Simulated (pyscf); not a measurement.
Structures and frequencies: ωB97X-D3(BJ)/def2-SVP in PySCF.

**Question.** Estimate by transition-state theory the rate constant of `[CH3][N]([CH3])[Si]([O])([OH])[OH]` [doublet] + `[H][H]` → `[CH3][N]([CH3])[Si]([OH])([OH])[OH]` + `[H]` [doublet] (doublet surface; H–H broken, H–O formed) at 298 K, with ωB97M-D3(BJ)/def2-TZVP energies (ideal gas, 1 atm, RRHO with modes under 100 cm⁻¹ raised to 100, one conformer, R ln 2 for chiral ones without a mode under 150 cm⁻¹; no tunnelling).

**Answer.** The electronic barrier is 10.0 kcal/mol and the thermal terms add +6.6, so ΔG‡ = 16.7 kcal/mol. With k_BT/h = 6.21e+12 s⁻¹ and RT = 0.592 kcal/mol, and a volume of 4.06e-20 cm³ per molecule at 1 atm, k = 1.5e-19 cm³ molecule⁻¹ s⁻¹. Wigner's tunnelling factor for 1031i cm⁻¹ would be 2.03, likely too low at so high a frequency. A shift of 1 kcal/mol in the barrier changes k by a factor 5.4. H₃C–N(CH₃)–Si(O•)(OH)–OH lies 20.6 kcal/mol over its isomer •H₂C–N(CH₃)–Si(OH)(OH)–OH (electronic energy, ωB97M-D3(BJ)/def2-TZVP). This is the saddle that the search found; another between the same sides may lie lower. The angle at the transferred H is 161°.
